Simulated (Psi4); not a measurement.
# doublet [C3HF3]+: levels of theory compared

Aim: a comparison of 4 runs (U-wB97X/cc-pVDZ, UB3LYP/cc-pVDZ, UBHLYP/cc-pVDZ, UCAM-B3LYP/cc-pVDZ) of doublet [C3HF3]+. 

Program for the calculation: Psi4 1.11.

### 1 The system as given

[C3HF3]+: 7 atoms, total charge +1, spin state doublet. SMILES of the parent species: `C#CC(F)(F)F`. The shape is that of a PBE0-D4/def2-TZVP optimisation. That shape belongs to the parent species and isn't relaxed for this state.

Bond lengths: C1–C2 1.195 Å, C2–C3 1.461 Å, C3–F4 1.335 Å, C3–F5 1.335 Å, C3–F6 1.335 Å, C1–H7 1.066 Å. Angles: C1–C2–C3 180.0°, C2–C3–F4 111.2°, C2–C3–F5 111.2°, C2–C3–F6 111.2°, F4–C3–F5 107.7°, F4–C3–F6 107.7°, F5–C3–F6 107.7°, C2–C1–H7 180.0°.

### 2 Energy and forces at U-wB97X/cc-pVDZ (run 1)

Contents of calc.in:

```
memory 2200 MB

molecule geom {
  1 2
  C      1.240120    -1.224310     0.056870
  C      0.389860    -0.384860     0.017830
  C     -0.649470     0.641190    -0.029790
  F     -1.829820     0.117340    -0.368360
  F     -0.353670     1.586810    -0.924540
  F     -0.794980     1.236310     1.156350
  H      1.997970    -1.972480     0.091640
  symmetry c1
  no_reorient
  no_com
}

set basis cc-pVDZ
set reference uks
set puream true
set e_convergence 1e-09
set d_convergence 1e-08
set scf_type pk
set dft_radial_points 99
set dft_spherical_points 590
set maxiter 100

e_tot, wfn = gradient('wb97x', return_wfn=True)
oeprop(wfn, 'MULLIKEN_CHARGES', 'DIPOLE', 'MAYER_INDICES', title='WB97X')
```

Run with:

```
$ psi4 -n 1 calc.in calc.out
```

calc.out:

```text
[...]
  Running in c1 symmetry.
[...]
  Nuclear repulsion =  231.021486174478355
[...]
  Multiplicity = 2
[...]
  Nalpha       = 23
  Nbeta        = 22
[...]
    Number of basis functions: 89
[...]
   @UKS iter   1:  -413.74836968414525   -1.86667e-01   5.47725e-03 ADIIS/DIIS
[...]
   @UKS iter  18:  -413.85854471452978   -3.63798e-12   8.52475e-09 DIIS
[...]
   @S^2 Observed:                7.521819638E-01
[...]
  @UKS Final Energy:  -413.85854471452978
   => Energetics <=
    Nuclear Repulsion Energy =            231.0214861744783548
    One-Electron Energy =               -1018.7470534685021448
    Two-Electron Energy =                 408.1476603520396793
    DFT Exchange-Correlation Energy =     -34.2806377725457025
    Empirical Dispersion Energy =           0.0000000000000000
    VV10 Nonlocal Energy =                  0.0000000000000000
    Total Energy =                       -413.8585447145297849
  UHF NO Occupations:
  HONO-2 :   21  A 1.9996579
  HONO-1 :   22  A 1.9995998
[...]
  -Total Gradient:
     Atom            X                  Y                   Z
    ------   -----------------  -----------------  -----------------
       1       -0.071752583870     0.071016360009    -0.003596529345
       2        0.070218370633    -0.067701619910    -0.000273238837
       3        0.056382970687    -0.058515411862     0.008557584100
       4       -0.017843814835     0.010103632445    -0.001640224406
       5       -0.008427588847     0.015795589902    -0.005602889536
       6       -0.015093237601     0.016025632712     0.003152205331
       7       -0.013488019872     0.013299623851    -0.000594937776
[...]
```

Wall time 49 s (1 thread of Intel Xeon Platinum 8488C (Sapphire Rapids), shared host); peak memory 1.3 GiB.

### 3 The energy at UB3LYP/cc-pVDZ (run 2)

Contents of input.inp:

```
memory 2200 MB

molecule m {
  1 2
  C      1.240120    -1.224310     0.056870
  C      0.389860    -0.384860     0.017830
  C     -0.649470     0.641190    -0.029790
  F     -1.829820     0.117340    -0.368360
  F     -0.353670     1.586810    -0.924540
  F     -0.794980     1.236310     1.156350
  H      1.997970    -1.972480     0.091640
  symmetry c1
}

set basis cc-pVDZ
set reference uks
set puream true
set e_convergence 1e-09
set d_convergence 1e-08
set scf_type pk
set dft_radial_points 99
set dft_spherical_points 590
set maxiter 100

e_tot, wfn = energy('b3lyp', return_wfn=True)
oeprop(wfn, 'LOWDIN_CHARGES', 'DIPOLE', 'QUADRUPOLE', title='B3LYP')
```

Run with:

```
$ psi4 -n 1 input.inp input.out
```

input.out:

```text
[...]
  Running in c1 symmetry.
[...]
  Nuclear repulsion =  231.021486174478355
[...]
  Multiplicity = 2
[...]
  Nalpha       = 23
  Nbeta        = 22
[...]
    Number of basis functions: 89
[...]
   @UKS iter   1:  -413.66474201339668    2.77699e-01   6.49463e-03 DIIS/ADIIS
[...]
   @UKS iter  55:  -413.95158667036458   -2.29079e-11   2.90417e-09 DIIS
[...]
   @S^2 Observed:                7.517828303E-01
[...]
    Orbital Energies [Eh]
    ---------------------
    Alpha Occupied:
       1A    -24.974882     2A    -24.960262     3A    -24.960111
       4A    -10.700270     5A    -10.593241     6A    -10.588887
       7A     -1.556292     8A     -1.465266     9A     -1.457264
      10A     -1.164512    11A     -1.010981    12A     -0.881030
      13A     -0.853602    14A     -0.829093    15A     -0.823600
      16A     -0.704836    17A     -0.695685    18A     -0.682512
      19A     -0.667280    20A     -0.664690    21A     -0.649572
      22A     -0.635123    23A     -0.628348
    Alpha Virtual:
      24A     -0.327152    25A     -0.302533    26A     -0.162946
[...]
  @UKS Final Energy:  -413.95158667036458
   => Energetics <=
    Nuclear Repulsion Energy =            231.0214861744783548
    One-Electron Energy =               -1018.8127927567577444
    Two-Electron Energy =                 412.3612278150286556
    DFT Exchange-Correlation Energy =     -38.5215079031138501
    Empirical Dispersion Energy =           0.0000000000000000
    VV10 Nonlocal Energy =                  0.0000000000000000
    Total Energy =                       -413.9515866703645770
  UHF NO Occupations:
  HONO-2 :   21  A 1.9997547
  HONO-1 :   22  A 1.9996538
[...]
```

Run time: 71 s. Hardware: 1 thread of Intel Xeon Platinum 8488C (Sapphire Rapids), shared host; peak memory 1.2 GiB.

Run 3 isn't shown in full; the table further down has it.

### 4 Energy and forces at UCAM-B3LYP/cc-pVDZ (run 4)

Contents of calc.in:

```
memory 2200 mb

molecule geom {
  1 2
  C      2.34348716    -2.31361059     0.10746872
  C      0.73672863    -0.72728000     0.03369382
  C     -1.22732043     1.21167349    -0.05629494
  F     -3.45785866     0.22174046    -0.69609952
  F     -0.66833944     2.99863631    -1.74712739
  F     -1.50229447     2.33628731     2.18518480
  H      3.77561611    -3.72744699     0.17317450
  units au
  symmetry c1
}

set basis cc-pVDZ
set reference uks
set puream true
set e_convergence 1e-09
set d_convergence 1e-08
set scf_type pk
set dft_radial_points 99
set dft_spherical_points 590
set maxiter 100

e, wfn = gradient('cam-b3lyp', return_wfn=True)
oeprop(wfn, 'WIBERG_LOWDIN_INDICES', 'MAYER_INDICES', 'DIPOLE', title='CAM-B3LYP')
print_variables()
```

Run with:

```
$ psi4 -i calc.in -o calc.out -n 1
```

calc.out:

```text
[...]
  Running in c1 symmetry.
[...]
  Nuclear repulsion =  231.021486260133770
[...]
  Multiplicity = 2
[...]
  Nalpha       = 23
  Nbeta        = 22
[...]
    Number of basis functions: 89
[...]
   @UKS iter   1:  -413.71625153075087   -7.04469e-02   5.26521e-03 DIIS/ADIIS
[...]
   @UKS iter  18:  -413.82131618767897   -3.69482e-12   6.25043e-09 DIIS
[...]
   @S^2 Observed:                7.517831225E-01
[...]
  @UKS Final Energy:  -413.82131618767897
   => Energetics <=
    Nuclear Repulsion Energy =            231.0214862601337700
    One-Electron Energy =               -1018.7972655718224360
    Two-Electron Energy =                 409.1849875388354008
    DFT Exchange-Correlation Energy =     -35.2305244148257302
    Empirical Dispersion Energy =           0.0000000000000000
    VV10 Nonlocal Energy =                  0.0000000000000000
    Total Energy =                       -413.8213161876789741
  UHF NO Occupations:
  HONO-2 :   21  A 1.9997151
  HONO-1 :   22  A 1.9996614
[...]
  -Total Gradient:
     Atom            X                  Y                   Z
    ------   -----------------  -----------------  -----------------
       1       -0.068800013932     0.068120862552    -0.003463527533
       2        0.070091624935    -0.067351591207    -0.000345368275
       3        0.053351640514    -0.056128476121     0.008924450697
       4       -0.018606480594     0.009327929628    -0.002027443197
       5       -0.007629659886     0.016442426577    -0.006675453652
       6       -0.014778172539     0.016174924120     0.004190362893
       7       -0.013628432872     0.013432287877    -0.000599443399
[...]
```

Wall time 52 s (1 thread of Intel Xeon Platinum 8488C (Sapphire Rapids), shared host); peak memory 1.3 GiB.

### 5 The series

```
run               level      task  energy (Eh)  HOMO energy (eV)  LUMO energy (eV)   ⟨S²⟩  wall time
  1     U-wB97X/cc-pVDZ  gradient  -413.858545            -19.82            -12.18  0.752       49 s
  2      UB3LYP/cc-pVDZ    energy  -413.951587            -17.04            -14.79  0.752       71 s
  3      UBHLYP/cc-pVDZ    energy  -413.780077            -19.06            -13.28  0.752       24 s
  4  UCAM-B3LYP/cc-pVDZ  gradient  -413.821316            -18.81            -13.34  0.752       52 s
```

### 6 Results

| quantity | value |
| --- | --- |
| run 4: total energy | -413.82132 Eh |
| run 4: HOMO energy (highest over α and β) | -18.81 eV |
| run 4: LUMO energy (lowest over α and β) | -13.34 eV |
| run 4: ⟨S²⟩ | 0.752 |
| run 4: largest force on an atom | 4.999 eV/Å |

Totals of different functionals can't be ranked against each other. All runs together took 3.3 min, the longest 71 s.
